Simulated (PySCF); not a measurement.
**Vibration and rotation of LiF⁺**

UHF-CCSD(T) constants of LiF⁺, ²Π (doublet), unpaired electrons π ↑ (basis Li 6-31G(d,p), F 6-31G(d,p); no relativity; PySCF 2.14; masses 7.0160 and 18.9984 u):

```
ωe            : 316.4 cm⁻¹
ωexe          : 7.44 cm⁻¹
Be            : 0.78529 cm⁻¹
αe            : 0.0291 cm⁻¹
De to Li⁺ + F : 0.467 eV
```

What force constant and bond length do these constants imply?

Reduced mass μred = 5.1238 u; k = 5.8918×10⁻⁷·μred·ωe² (u, cm⁻¹, mdyn/Å) = 0.302 mdyn/Å; Re = √(16.8576/(μred·Be)) (u, cm⁻¹, Å) = 2.047 Å.

Estimate the centrifugal constant D from the Kratzer relation and find the Dunham coefficient a1.

D = 4Be³/ωe² = 1.93e-05 cm⁻¹; a1 = −1 − αeωe/(6Be²) = -3.49.

Correlated steps freeze 1 core orbital. Correlated levels converge slowly with the basis: in double zeta they bind strong bonds too weakly, by up to about 1 eV, and carry superposition errors of some tenths. For an ion De counts to the pair picked by the measured ionisation energies or electron affinities, which need not be the lowest pair at this level. The state is the lowest determinant that a PBE0 search found; another state may lie lower at other levels.
